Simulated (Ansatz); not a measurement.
Ideal-gas functions of `[O+]#[Si-]` at 600 K and 1 bar, from an Ansatz frequency run at PBE0-D4/def2-TZVP.

Molar mass 44.08 g/mol, point group C∞v (symmetry number 1), electronic degeneracy 1, moments of inertia 23.2 u Å². Harmonic wavenumbers (cm⁻¹, unscaled): 1275.

Use S(trans) = R[1.5 ln M + 2.5 ln T − 1.1517]; rotational temperatures θ = 24.2544 K / I; S(rot) = R[ln(T/σθ) + 1]; for each mode x = 1.438777 ν̃/T, S = R[x/(eˣ − 1) − ln(1 − e⁻ˣ)] and H = RT x/(eˣ − 1); 1 cm⁻¹ = 0.0119627 kJ/mol; R = 8.31446 J/(mol·K).

By hand: the entropy, in J/(mol·K).

Translation 170.6. Rotation: θ = 1.0454 K, giving 61.1. Vibration, mode by mode: 1.65, in all 1.7. Electronic 0.0. Sum 233.4 J/(mol·K).

By hand: H − E and G − E in kJ/mol, counted from the electronic energy.

Zero-point energy ½ × 1275 × 0.0119627 = 7.6; thermal vibration 0.8; translation, rotation and pV give 3.5 RT = 17.5. H − E = 25.9 kJ/mol, and G − E = 25.9 − 600 × 233.4/1000 = -114.1 kJ/mol.

Vibration gives 1 % of the entropy; all modes have x over 3 and are hardly excited.
